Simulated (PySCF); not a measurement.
**Working out the ionisation energy of S**

S [Ne] 3s2 3p4 (3P) → S+ [Ne] 3s2 3p3 (4S). Computed with PySCF 2.14 in x2c-QZVPPall with one added diffuse shell each of s, p, d, f type (10s7p5d3f1g, 86 functions), with the spin-free X2C one-electron Hamiltonian (Gaussian nucleus). Frozen: 1s2. Energies in hartree (1 hartree = 27.21139 eV):

| part | S (lower) | S+ (upper) |
| --- | --- | --- |
| UHF | -398.597789 | -398.258938 |
| MP2 opposite-spin | -0.227719 | -0.199520 |
| MP2 same-spin | -0.086395 | -0.083230 |

Task: What does Hartree-Fock give?

Result: (-398.258938) − (-398.597789) = 0.338851 hartree = 9.221 eV.

Task: What do MP2 and SCS-MP2 (6/5 opposite-spin, 1/3 same-spin) give?

Result: The opposite-spin parts differ by 0.767 eV and the same-spin parts by 0.086 eV. MP2: 9.221 + (0.767) + (0.086) = 10.074 eV. SCS-MP2: 9.221 + 1.2 × (0.767) + (0.086)/3 = 10.170 eV.

Measured between the centres of the two terms (NIST): 10.336 eV, so MP2 (valence and next inner shell) is off by -0.262 eV.

What remains against the reference includes basis incompleteness, the frozen core and correlation beyond second order.
